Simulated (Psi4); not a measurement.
## How methods differ on H2O2 (hydrogen peroxide)

The species is H2O2 (4 atoms), meant as a singlet with charge 0. As SMILES, `OO`. The shape was relaxed beforehand at PBE0/def2-TZVP.

```csv
atom,x (Å),y (Å),z (Å)
O,-0.2962,-0.6722,-0.0804
O,0.2525,0.6340,0.0769
H,0.3552,-1.2043,0.3925
H,0.4818,0.8490,-0.8354
```

Quantity: the dipole moment, in D. The values are calculated.

| level | kind | program | value (D) | CPU time |
| --- | --- | --- | --- | --- |
| PBE-D4/def2-TZVPP (density fitting) | GGA | Psi4 | 1.74 | 28 s |
| r2SCAN-D4/def2-TZVPP (density fitting) | meta-GGA | Psi4 | 1.77 | 61 s |
| B3LYP-D4/def2-TZVPP (density fitting) | global hybrid | Psi4 | 1.79 | 23 s |
| PBE0-D4/def2-TZVPP (density fitting) | global hybrid | Psi4 | 1.79 | 22 s |
| wB97M-V/def2-TZVPP (density fitting) | range-separated hybrid | Psi4 | 1.79 | 66 s |

The values span 1.74 to 1.79 D. Magnitudes only. CPU times are rough (shared hosts, several kinds of processor): they show what a rung costs within a factor of a few.
